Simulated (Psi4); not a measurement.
**CH3 (methyl radical): a chain of runs**

We compute a structure relaxation (UB3LYP-D3(BJ)/6-31G**), then vibrational wavenumbers, then a single-point energy (UCCSD(T)/def2-TZVP), then the excited states (TD-B3LYP/6-31G**) of CH3 (methyl radical). 

The calculation is run with Psi4 1.11.

## 1. The structure to begin with

CH3 has 4 atoms, charge 0, and is taken as a doublet. SMILES: `[CH3]`. The coordinates come from a PBE0-D4/def2-TZVP relaxation. The run starts from this shape.

Bond lengths: C1–H2 1.080 Å, C1–H3 1.080 Å, C1–H4 1.080 Å. Angles: H2–C1–H3 120.0°, H2–C1–H4 120.0°, H3–C1–H4 120.0°.

## 2. A structure relaxation at UB3LYP-D3(BJ)/6-31G(d,p) (density fitting, Cartesian functions) (run 1)

The input, calc.dat:

```
memory 1.6 GB

molecule {
  0 2
  C
  H 1 R2
  H 1 R3 2 A3
  H 1 R4 2 A4 3 D4

  R2 = 1.080067
  R3 = 1.08008
  A3 = 119.99905
  R4 = 1.080088
  A4 = 120.00322
  D4 = 179.99526
}

set basis 6-31G**
set reference uks
set geom_maxiter 60

energy_value, wavefunction = optimize("b3lyp-d3bj", return_wfn=True)
print_variables()
```

On the command line:

```sh
$ psi4 -i calc.dat -o calc.out -n 1
```

calc.out:

```text
[...]
  Running in c1 symmetry.
[...]
  Nuclear repulsion =    9.667587327768869
[...]
  Multiplicity = 2
[...]
  Nalpha       = 5
  Nbeta        = 4
[...]
    Number of basis functions: 30
[...]
   @DF-UKS iter   1:   -39.75136816668045   -3.58152e-01   1.36476e-02 ADIIS/DIIS
[...]
   @DF-UKS iter   6:   -39.84427736479351   -5.68434e-13   4.65913e-09 DIIS
[...]
   @S^2 Observed:                7.536268284E-01
[...]
  @DF-UKS Final Energy:   -39.84427736479351
   => Energetics <=
    Nuclear Repulsion Energy =              9.6504936203974179
    One-Electron Energy =                 -71.6448876637472551
    Two-Electron Energy =                  27.4095428790599556
    DFT Exchange-Correlation Energy =      -5.2580392188207528
    Empirical Dispersion Energy =          -0.0013869816828735
    VV10 Nonlocal Energy =                  0.0000000000000000
    Total Energy =                        -39.8442773647935056
[...]
 Multipole Moments:
 ------------------------------------------------------------------------------------
     Multipole            Electronic (a.u.)      Nuclear  (a.u.)        Total (a.u.)
 ------------------------------------------------------------------------------------
 L = 1.  Multiply by 2.5417464519 to convert [e a0] to [Debye]
 Dipole X            :          0.0000726           -0.0001172           -0.0000446
 Dipole Y            :         -0.0000121            0.0000124            0.0000003
 Dipole Z            :          0.0000135           -0.0000157           -0.0000021
 Magnitude           :                                                    0.0000446
[...]
  -Total Gradient:
     Atom            X                  Y                   Z
    ------   -----------------  -----------------  -----------------
       1        0.000001924946    -0.000004162344     0.000000863992
       2       -0.000000638049     0.000001378240     0.000058333790
       3       -0.000000638411     0.000049522076    -0.000029875772
       4       -0.000000647894    -0.000049548004    -0.000031331116
[...]
    Final optimized geometry and variables:
    Molecular point group: c1
    Full point group: C1
    Geometry (in Angstrom), charge = 0, multiplicity = 2:
    C
    H             1          R2
    H             1          R3      2          A3
    H             1          R4      2          A4      3          D4
    A3        =  119.9998703990
    A4        =  120.0014420233
    D4        = -179.9904278534
    R2        =    1.0819918132
    R3        =    1.0819922351
    R4        =    1.0819903088
[...]
```

The script printed:

```text
Optimizer: Optimization complete!
```

It took 5.4 s on 1 thread of INTEL XEON PLATINUM 8581C at 2.30GHz (Emerald Rapids), shared host; peak memory 0.31 GiB.

After the run. Bond lengths: C1–H2 1.082 Å, C1–H3 1.082 Å, C1–H4 1.082 Å. Angles: H2–C1–H3 120.0°, H2–C1–H4 120.0°, H3–C1–H4 120.0°.

## 3. Vibrational wavenumbers at UB3LYP-D3(BJ)/6-31G(d,p) (density fitting, Cartesian functions) (run 2)

The input, job.py:

```python
import psi4

psi4.set_memory('1600 MB')
psi4.set_num_threads(1)
psi4.set_output_file('ch3.out', False)

m = psi4.geometry("""
0 2
C      0.00001134     0.00001134    -0.00002646
H      0.17266050     1.70739212     1.11159927
H     -1.67193897    -0.31729446    -1.13341616
H      1.49914997    -1.39022616     0.02193783
units bohr
""")

psi4.set_options({
    'basis': '6-31G**',
    'reference': 'uks',
    't': 298.15,
    'rotational_symmetry_number': 6,
})

e_tot = psi4.frequencies('b3lyp-d3bj')
print(f'b3lyp-d3bj energy: {e_tot:.10f} Eh')
```

On the command line:

```sh
$ python job.py
```

ch3.out:

```text
[...]
  Running in c1 symmetry.
[...]
  Nuclear repulsion =    9.650491591741870
[...]
  Multiplicity = 2
[...]
  Nalpha       = 5
  Nbeta        = 4
[...]
    Number of basis functions: 30
[...]
   @DF-UKS iter   1:   -39.75166524951456   -3.59832e-01   1.36217e-02 DIIS/ADIIS
[...]
   @DF-UKS iter   9:   -39.84427638893219   -4.90274e-13   2.41305e-09 DIIS
[...]
   @S^2 Observed:                7.536227989E-01
[...]
  @DF-UKS Final Energy:   -39.84427638893219
   => Energetics <=
    Nuclear Repulsion Energy =              9.6536172755086511
    One-Electron Energy =                 -71.6506393914372381
    Two-Electron Energy =                  27.4124788483543433
    DFT Exchange-Correlation Energy =      -5.2583461178685766
    Empirical Dispersion Energy =          -0.0013870034893632
    VV10 Nonlocal Energy =                  0.0000000000000000
    Total Energy =                        -39.8442763889321867
[...]
  -Total Gradient:
     Atom            X                  Y                   Z
    ------   -----------------  -----------------  -----------------
       1       -0.000476288111    -0.000097713502    -0.000328741273
       2       -0.000077174790     0.000084621455     0.000007654188
       3        0.000565956499     0.000104568008     0.000381623217
       4       -0.000010744915    -0.000090543046    -0.000058996704
[...]
  ==> Harmonic Vibrational Analysis <==
[...]
  Freq [cm^-1]                 462.0600           1420.6704           1420.7878
[...]
  IR activ [km/mol]            82.6010              2.4215              2.4217
[...]
  Freq [cm^-1]                3130.9851           3312.6671           3312.6871
[...]
  IR activ [km/mol]             0.0000              7.0249              7.0256
[...]
  Total E_0, Enthalpy at 0 [K]                                                          -39.81452482 [Eh]
[...]
  Total H, Enthalpy at  298.15 [K]                                                      -39.81048070 [Eh]
[...]
  Total G, Gibbs energy at  298.15 [K]                                                  -39.83265275 [Eh]
[...]
```

On the terminal:

```text
Warning: used thermodynamics relations inappropriate for low-frequency modes: ['462.0600']
b3lyp-d3bj energy: -39.8442773624 Eh
```

It took 31 s on 1 thread of INTEL XEON PLATINUM 8581C at 2.30GHz (Emerald Rapids), shared host; peak memory 0.3 GiB.

## 4. A single-point energy at UCCSD(T)/def2-TZVP (run 3)

The input, input.in:

```
memory 1.6 GB

molecule {
  0 2
  C      0.00001134     0.00001134    -0.00002646
  H      0.17266050     1.70739212     1.11159927
  H     -1.67193897    -0.31729446    -1.13341616
  H      1.49914997    -1.39022616     0.02193783
  units au
  symmetry c1
}

set reference uhf
set scf_type pk
set num_frozen_docc 1

energy('ccsd(t)/def2-TZVP')
```

On the command line:

```sh
$ psi4 input.in input.out -n 1
```

input.out:

```text
[...]
  Running in c1 symmetry.
[...]
  Nuclear repulsion =    9.650491591741870
[...]
  Multiplicity = 2
[...]
  Nalpha       = 5
  Nbeta        = 4
[...]
    Number of basis functions: 49
[...]
   @UHF iter   1:   -39.54715255168689   -6.67636e-01   4.49740e-03 DIIS/ADIIS
[...]
   @UHF iter  10:   -39.57758548606941   -2.45848e-12   6.73795e-09 DIIS
[...]
   @S^2 Observed:                7.618546100E-01
[...]
    Orbital Energies [Eh]
    ---------------------
    Alpha Occupied:
       1A    -11.234756     2A     -0.946336     3A     -0.579718
       4A     -0.579712     5A     -0.384794
    Alpha Virtual:
       6A      0.166623     7A      0.231379     8A      0.231380
       9A      0.317936    10A      0.317939    11A      0.342801
      12A      0.343926    13A      0.616313    14A      0.675085
      15A      0.675091    16A      0.793378    17A      0.793380
      18A      1.036034    19A      1.086684    20A      1.086690
      21A      1.563106    22A      1.677375    23A      1.746077
      24A      1.823732    25A      1.823733    26A      2.049782
[...]
  @UHF Final Energy:   -39.57758548606941
   => Energetics <=
    Nuclear Repulsion Energy =              9.6504915917418703
    One-Electron Energy =                 -71.5322989334972732
    Two-Electron Energy =                  22.3042218556859879
    Total Energy =                        -39.5775854860694167
  UHF NO Occupations:
  HONO-2 :    3  A 1.9990915
  HONO-1 :    4  A 1.9958814
[...]
 Multipole Moments:
 ------------------------------------------------------------------------------------
     Multipole            Electronic (a.u.)      Nuclear  (a.u.)        Total (a.u.)
 ------------------------------------------------------------------------------------
 L = 1.  Multiply by 2.5417464519 to convert [e a0] to [Debye]
 Dipole X            :          0.0000440           -0.0000644           -0.0000204
 Dipole Y            :          0.0000428           -0.0000644           -0.0000216
 Dipole Z            :         -0.0000454            0.0000794            0.0000340
 Magnitude           :                                                    0.0000451
[...]
      * MP2 total energy                      =  -39.727563877129029
[...]
      * CCSD total energy                     =  -39.749350951307377
[...]
      * CCSD(T) total energy                     =  -39.753676297870371
[...]
```

It took 2.5 s on 1 thread of INTEL XEON PLATINUM 8581C at 2.30GHz (Emerald Rapids), shared host; peak memory 0.26 GiB.

## 5. The vertical excitations at TD-B3LYP/6-31G(d,p) (density fitting, Cartesian functions, save jk yes) (run 4)

The input, job.in:

```
memory 1600 mb

molecule {
  0 2
  C      0.00001134     0.00001134    -0.00002646
  H      0.17266050     1.70739212     1.11159927
  H     -1.67193897    -0.31729446    -1.13341616
  H      1.49914997    -1.39022616     0.02193783
  units bohr
  symmetry c1
}

set basis 6-31G**
set reference uks
set save_jk true

from psi4.driver.procrouting.response.scf_response import tdscf_excitations
result, w = energy("b3lyp", return_wfn=True)
states = tdscf_excitations(w, states=4, tda=False)
print_variables()
```

On the command line:

```sh
$ psi4 job.in job.out -n 1
```

job.out:

```text
[...]
  Running in c1 symmetry.
[...]
  Nuclear repulsion =    9.650491591741870
[...]
  Multiplicity = 2
[...]
  Nalpha       = 5
  Nbeta        = 4
[...]
    Number of basis functions: 30
[...]
   @DF-UKS iter   1:   -39.75027826783696   -3.59832e-01   1.36217e-02 ADIIS/DIIS
[...]
   @DF-UKS iter   7:   -39.84289038069784   -1.14937e-09   9.97622e-08 DIIS
[...]
   @S^2 Observed:                7.536268100E-01
[...]
  @DF-UKS Final Energy:   -39.84289038069784
   => Energetics <=
    Nuclear Repulsion Energy =              9.6504915917418703
    One-Electron Energy =                 -71.6448795856346408
    Two-Electron Energy =                  27.4095359100386773
    DFT Exchange-Correlation Energy =      -5.2580382968437398
    Empirical Dispersion Energy =           0.0000000000000000
    VV10 Nonlocal Energy =                  0.0000000000000000
    Total Energy =                        -39.8428903806978383
[...]
 Multipole Moments:
 ------------------------------------------------------------------------------------
     Multipole            Electronic (a.u.)      Nuclear  (a.u.)        Total (a.u.)
 ------------------------------------------------------------------------------------
 L = 1.  Multiply by 2.5417464519 to convert [e a0] to [Debye]
 Dipole X            :          0.0000442           -0.0000644           -0.0000202
 Dipole Y            :          0.0000420           -0.0000644           -0.0000224
 Dipole Z            :         -0.0000457            0.0000794            0.0000337
 Magnitude           :                                                    0.0000453
[...]
**********                               WARNING                                **********
**********       The names of excited state variables changed between 1.5       **********
[...]
**********                               WARNING                                **********
**********  Length-gauge rotatory strengths are **NOT** gauge-origin invariant  **********
[...]
                                    Excitation Energy         Total Energy        Oscillator Strength             Rotatory Strength
[...]
Excited State    1 (1 A):   0.26369 au   172.79 nm f = 0.0000
[...]
Excited State    2 (1 A):   0.26370 au   172.79 nm f = 0.0000
[...]
Excited State    3 (1 A):   0.27626 au   164.93 nm f = 0.0008
[...]
Excited State    4 (1 A):   0.33531 au   135.88 nm f = 0.0000
[...]
**********                               WARNING                                **********
**********       The names of excited state variables changed between 1.5       **********
[...]
```

Wall time 5.4 s (1 thread of INTEL XEON PLATINUM 8581C at 2.30GHz (Emerald Rapids), shared host); peak memory 0.28 GiB.

The roots found:

| excited state | energy (eV) | strength | label |
| --- | --- | --- | --- |
| 1 | 7.175 | 0.0000 | A 1 |
| 2 | 7.176 | 0.0000 | A 1 |
| 3 | 7.517 | 0.0008 | A 1 |
| 4 | 9.124 | 0.0000 | A 1 |

## 6. Outcome

```
                                                                               quantity             value
                                  run 1, UB3LYP-D3(BJ)/6-31G**: total energy at the end      -39.84428 Eh
                                            run 1, UB3LYP-D3(BJ)/6-31G**: dipole moment            0.00 D
                       run 1, UB3LYP-D3(BJ)/6-31G**: HOMO energy (highest over α and β)          -6.11 eV
                        run 1, UB3LYP-D3(BJ)/6-31G**: LUMO energy (lowest over α and β)          -1.35 eV
                                        run 1, UB3LYP-D3(BJ)/6-31G**: dispersion energy      -3.64 kJ/mol
                                                     run 1, UB3LYP-D3(BJ)/6-31G**: ⟨S²⟩             0.754
                               run 2, UB3LYP-D3(BJ)/6-31G**: lowest harmonic wavenumber          462 cm⁻¹
                              run 2, UB3LYP-D3(BJ)/6-31G**: highest harmonic wavenumber         3313 cm⁻¹
                                        run 2, UB3LYP-D3(BJ)/6-31G**: zero-point energy       78.1 kJ/mol
run 2, UB3LYP-D3(BJ)/6-31G**: ideal-gas entropy at 298.15 K (symmetry number 6 as used)  46.7 cal/(mol K)
                                                run 3, UCCSD(T)/def2-TZVP: total energy      -39.75368 Eh
  run 3, UCCSD(T)/def2-TZVP: HOMO energy (Hartree–Fock orbitals) (highest over α and β)         -10.47 eV
   run 3, UCCSD(T)/def2-TZVP: LUMO energy (Hartree–Fock orbitals) (lowest over α and β)           2.99 eV
                  run 3, UCCSD(T)/def2-TZVP: correlation energy (1 core orbital frozen)        -176.1 mEh
                                              run 3, UCCSD(T)/def2-TZVP: (T) correction         -4.33 mEh
                           run 3, UCCSD(T)/def2-TZVP: ⟨S²⟩ of the reference determinant             0.762
                                               run 3, UCCSD(T)/def2-TZVP: T1 diagnostic             0.012
                             run 4, TD-B3LYP/6-31G**: ground-state or mean-field energy      -39.84289 Eh
                       run 4, TD-B3LYP/6-31G**: dipole moment (B3LYP Kohn–Sham density)            0.00 D
 run 4, TD-B3LYP/6-31G**: HOMO energy (B3LYP Kohn–Sham orbitals) (highest over α and β)          -6.11 eV
  run 4, TD-B3LYP/6-31G**: LUMO energy (B3LYP Kohn–Sham orbitals) (lowest over α and β)          -1.35 eV
                             run 4, TD-B3LYP/6-31G**: ⟨S²⟩ of the reference determinant             0.754
                                      run 4, TD-B3LYP/6-31G**: lowest excitation energy           7.18 eV
```

In words: The optimisation (run 1, UB3LYP-D3(BJ)/6-31G**) took 2 steps and changed the energy by -0.000 eV. All 6 modes (run 2, UB3LYP-D3(BJ)/6-31G**) are real, so the shape is a minimum at this level. The triples (run 3, UCCSD(T)/def2-TZVP) make up 2.5 % of the correlation energy. The basis has no diffuse functions, so Rydberg states are missing or pushed up, and the true lowest state may lie lower. Roots above 6.1 eV lie over the negative of the HOMO energy, where those of Rydberg kind are poorly described; valence roots are less touched.
